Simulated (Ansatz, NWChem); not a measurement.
# How basis sets differ on SiH4O (silanol)

SiH4O has 6 atoms, charge 0, and is taken as a singlet. SMILES: `O[SiH3]`. The coordinates come from a PBE0-D4/def2-TZVP relaxation.

```xyz
6

O     0.6367   -1.0303    0.4190
Si   -0.0357    0.3465   -0.1870
H     0.0691   -1.6292    0.9047
H    -1.1283    0.0457   -1.1528
H     1.0605    1.0649   -0.8756
H    -0.6023    1.2024    0.8917
```

Quantity: the electronic atomisation energy, in eV. The values are calculated. Electronic energies at fixed atoms, without zero-point motion or spin-orbit coupling.

| level | kind | program | value (eV) | CPU time (all runs) |
| --- | --- | --- | --- | --- |
| CAM-B3LYP/pcseg-2 | range-separated hybrid | NWChem | 20.01 | 81 s |
| CAM-B3LYP/STO-3G | range-separated hybrid | Ansatz | 23.17 | 1.7 s |
| CAM-B3LYP/pcseg-0 | range-separated hybrid | NWChem | 17.56 | 7.5 s |
| CAM-B3LYP/pcseg-1 | range-separated hybrid | NWChem | 19.47 | 12 s |

The values span 17.56 to 23.17 eV. CPU times are rough (shared hosts, several kinds of processor and program).
